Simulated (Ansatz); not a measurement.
Relaxation of C$_{2}$H$_{4}$B (7 atoms, charge 1, multiplicity 1), to a largest force component of 0.02 eV/Å in at most 50 steps.

Method: Ansatz, UKS CAM-B3LYP/6-31G.

```xyz
7
Properties=species:S:1:pos:R:3
C -1.384 -1.218 -0.367
B -0.345 -0.326 -0.081
C 0.743 0.641 0.202
H -2.196 -1.872 -0.608
H 0.590 1.618 -0.280
H 0.862 0.860 1.274
H 1.730 0.297 -0.141
```

Where does it end, and by what steps?

The forces met the threshold. Limits of this set-up: no polarisation functions. After 3 steps the energy has fallen by 0.040 eV; B2 moved furthest, 0.03 Å.

```json
{"step": "0", "energy less start (eV)": "0.0000", "largest force component (eV/Å)": "1.350", "accepted": "yes"}
{"step": "1", "energy less start (eV)": "-0.0369", "largest force component (eV/Å)": "0.220", "accepted": "yes"}
{"step": "2", "energy less start (eV)": "-0.0393", "largest force component (eV/Å)": "0.033", "accepted": "yes"}
{"step": "3", "energy less start (eV)": "-0.0396", "largest force component (eV/Å)": "0.005", "accepted": "yes"}
```

```xyz
7
Properties=species:S:1:pos:R:3
C -1.398 -1.213 -0.378
B -0.337 -0.293 -0.091
C 0.759 0.658 0.205
H -2.197 -1.904 -0.595
H 0.592 1.630 -0.283
H 0.851 0.845 1.286
H 1.731 0.277 -0.145
```

Whether the end is a true minimum wasn't checked by a vibrational analysis.

Time of the run: 96 s on 1 thread of Intel(R) Xeon(R) Processor @ 2.50GHz (Skylake/Cascade Lake), on a shared host, peak memory 0.14 GiB.
